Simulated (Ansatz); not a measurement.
The first iterations of a band of CH4BCl + H2 (9 atoms, charge 0, multiplicity 1).

Computed with RKS PBE0/def2-SVP (Ansatz).

```json
{"movable images": "5", "climbing image": "yes", "spring": "5.0 eV/Å²", "optimiser": "quadratic models (default)", "start path": "through a guess of the saddle point", "force threshold": "0.2 eV/Å", "iteration limit": "60", "end points": "relaxed"}
```

First end point:

```xyz
9
Properties=species:S:1:pos:R:3
B 0.169 -0.694 -0.024
Cl 0.012 -0.316 1.687
C 1.485 -0.420 -0.803
H 1.771 -1.308 -1.393
H 1.273 0.367 -1.552
H 2.333 -0.095 -0.183
H -0.814 -1.157 -0.549
H -0.349 3.511 1.152
H -0.277 2.782 1.360
```

Last end point:

```xyz
9
Properties=species:S:1:pos:R:3
B 0.053 0.469 -0.421
Cl 0.077 0.234 2.276
C 1.439 -0.141 -0.806
H 1.538 -1.220 -0.613
H 1.489 -0.019 -1.908
H 2.308 0.393 -0.397
H -0.962 -0.187 -0.503
H -0.067 1.670 -0.279
H -0.274 1.470 2.346
```

| iteration | highest image above the first end (eV) | largest band force component (eV/Å) |
| --- | --- | --- |
| 1 | 2.365 | 4.345 |
| 2 | 1.586 | 1.998 |
| 3 | 1.118 | 1.680 |

Q: Does the band converge within its limit, and where does its top end?

A: It converged. It ended after 9 iterations with the highest image 1.082 eV above the first end. The threshold of 0.2 eV/Å is loose, so the images may lie well off the minimum-energy path. The order of the stationary point at the top wasn't checked. The orbitals stay closed-shell, which can raise the energy where a bond breaks towards radicals; this wasn't checked here.

The run took 94 s on 1 thread of Arm Neoverse V2 (shared host), peak memory 0.16 GiB.
